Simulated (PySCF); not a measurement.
Compound: C4H4S.
SMILES: `C1=CSC=C1`

Computed with TDDFT CAM-B3LYP/aug-cc-pVTZ, vertical, gas phase, core orbitals frozen in the response in PySCF 2.14.0, density-fitted response routines. Isolated species at its PBE0-D3(BJ)/def2-TZVP geometry, gas phase.

Each state is given a Gaussian of 0.3 eV full width at half maximum, with ε(max) = 2.175×10⁸ f / Δν̃ (Δν̃ the width in cm⁻¹). The width is an assumption, not a result. The curve ends short of the highest state used, and states not computed would add to its high-energy end.

```tsv
λ (nm)	ε (L mol⁻¹ cm⁻¹)
188.4	473
189.2	381
189.9	349
190.7	367
191.5	436
192.3	547
193.0	673
193.8	836
194.6	1007
195.4	1174
196.1	1309
196.9	1446
197.7	1572
198.5	1702
199.2	1840
200.0	2060
200.8	2385
201.6	2857
202.3	3417
203.1	4245
203.9	5275
204.7	6487
205.4	7661
206.2	9073
207.0	10483
207.8	11801
208.5	12807
209.3	13716
210.1	14311
210.9	14552
211.6	14463
212.4	14033
213.2	13289
214.0	12288
214.7	11257
215.5	9966
216.3	8625
217.1	7299
217.8	6194
218.6	5030
219.4	3998
220.2	3111
220.9	2454
221.7	1836
222.5	1345
223.3	966
224.0	711
224.8	492
225.6	334
226.4	222
227.1	153
227.9	98
228.7	62
229.5	38
230.2	25
231.0	15
```

Question: Where are the band maxima, and which computed states make them?

Answer: 211 nm (5.88 eV), ε about 15000, made up of S1 (45%) and S2 (55%) (ε in L mol⁻¹ cm⁻¹; maxima over ε = 5, shares over 10%). At its high-energy end, 6.58 eV, the curve is still rising (ε about 470, from S4 and S7). The states used: S1 5.82 eV (f 0.081); S2 5.92 eV (f 0.095); S3 6.08 eV (f 0.0000); S4 6.27 eV (f 0.015); S5 6.37 eV (f 0.0000); S6 6.46 eV (f 0.0000); S7 6.81 eV (f 0.023); S8 6.83 eV (f 0.0000); S9 7.10 eV (f 0.029); S10 7.18 eV (f 0.0000).

Question: Coming from long wavelengths, where does ε first pass 100 L mol⁻¹ cm⁻¹?

Answer: At about 228 nm (5.44 eV), 0.38 eV below S1.

Question: On this curve, what absorbance would a 10⁻³ mol/L sample give at 193 nm over a 1 cm path?

Answer: 193 nm is 6.424 eV, where ε is about 670 L mol⁻¹ cm⁻¹, so A = ε c l ≈ 0.67 (Beer–Lambert, with the gas-phase spectrum and the assumed width).

Question: What would ε be at 5.88 eV, the highest of these maxima, with half the width (0.15 eV)?

Answer: About 22600 L mol⁻¹ cm⁻¹ against 14600, a factor of about 1.6; a lone state at its own centre would give exactly 2.
